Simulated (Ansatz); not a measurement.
# Worked example: HGeAs, quintet against HGeAs, triplet

Geometry (PBE0/def2-TZVP stationary point of a triplet), kept for both states (HGeAs, triplet: A''; HGeAs, quintet: A'):

| atom | x (Å) | y (Å) | z (Å) |
| --- | --- | --- | --- |
| Ge | 0.0000 | -0.0368 | 1.2246 |
| As | 0.0000 | 0.0147 | -1.2049 |
| H | 0.0000 | 1.5590 | 1.3081 |

Basis cc-pVDZ; Ansatz 0.2.0. Only valence electrons are correlated (noble-gas cores and the filled d shells of p-block atoms frozen). Prefix R: restricted or restricted open-shell reference; prefix U: unrestricted. No spin–orbit coupling is included, and no scalar relativity.

Full CI isn't at hand for all of this; UCCSDTQ serves as the reference, and is uncertain by about the last step of the cluster series.

| level | E(HGeAs, triplet) (hartree) | E(HGeAs, quintet) (hartree) |
| --- | --- | --- |
| UMP2 | -4310.195061 | -4310.149460 |
| UCCSD(T) | -4310.235630 | -4310.185912 |
| PBE | -4312.703160 | -4312.644615 |
| wB97M-V | -4313.113337 | -4313.055235 |
| UCCSDTQ | -4310.237291 | -4310.187256 |

Q: Give the vertical gap, HGeAs quintet less HGeAs triplet, at each level in eV (1 hartree = 27.2114 eV), and each error against UCCSDTQ.

A: UCCSDTQ: (-4310.187256 − (-4310.237291)) × 27.2114 = 1.362 eV (the reference)
wB97M-V: (-4313.055235 − (-4313.113337)) × 27.2114 = 1.581 eV, error 0.219 eV
PBE: (-4312.644615 − (-4312.703160)) × 27.2114 = 1.593 eV, error 0.231 eV
UCCSD(T): (-4310.185912 − (-4310.235630)) × 27.2114 = 1.353 eV, error -0.009 eV
UMP2: (-4310.149460 − (-4310.195061)) × 27.2114 = 1.241 eV, error -0.121 eV

Total energies of functionals can't be set beside those of wave-function methods, since they hold the core's correlation and their own absolute errors; only the differences compare.

In so small a basis the reference is far from its limit while semilocal and hybrid functionals are nearer theirs, so the functionals' errors here hold much of the reference's basis and frozen-core error, which can add to them or hide them.

Each level lands on the state that its own search finds. T1 diagnostics of restricted CCSD: 0.028 and 0.034.
